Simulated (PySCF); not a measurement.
Species: cyclopropylamine, C3H7N.
Z-matrix (Å and degrees, GFN2-xTB geometry), rows numbered from 1:
```
N 
C   1  1.4324
C   2  1.4939  1  119.92
C   3  1.5044  2   60.39  1  -112.96
H   1  1.0144  2  110.54  3    34.74
H   1  1.0151  2  110.75  3   154.65
H   2  1.0842  1  111.00  3   142.36
H   3  1.0788  2  118.67  4  -108.47
H   3  1.0798  2  117.91  4   107.85
H   4  1.0791  2  119.01  3   107.98
H   4  1.0806  2  118.12  3  -107.11
```

The closed-shell ground state was solved at several levels (PySCF, density fitting, gas phase, non-relativistic).

| level | basis functions | total energy (Eh) | HOMO (eV) | LUMO (eV) | gap (eV) | dipole (D) |
| --- | --- | --- | --- | --- | --- | --- |
| B3LYP/pcJ-1 | 178 | -173.2561 | -6.06 | 1.32 | 7.38 | 1.21 |
| PBE0/def2-SVPD | 136 | -172.9250 | -6.45 | 0.91 | 7.36 | 1.18 |

Q: What might PBE0/pcSseg-1 (103 basis functions) give for the same quantities?

A: Total energy -173.0127 Eh, HOMO -6.33 eV, LUMO 1.62 eV, gap 7.95 eV, dipole 1.21 D.

Q: Over all these levels, which gives the widest orbital gap and which the narrowest?

A: PBE0/pcSseg-1 has the widest, 7.95 eV, and PBE0/def2-SVPD the narrowest, 7.36 eV. The two share the functional. From the narrowest to the widest the HOMO moves by +0.12 eV and the LUMO by +0.71 eV.

Q: How far do the dipole and the HOMO energy spread over the levels?

A: The dipole runs from 1.18 to 1.21 D (mean 1.20 D) and the HOMO from -6.45 to -6.06 eV.

One conformer stands for the species.
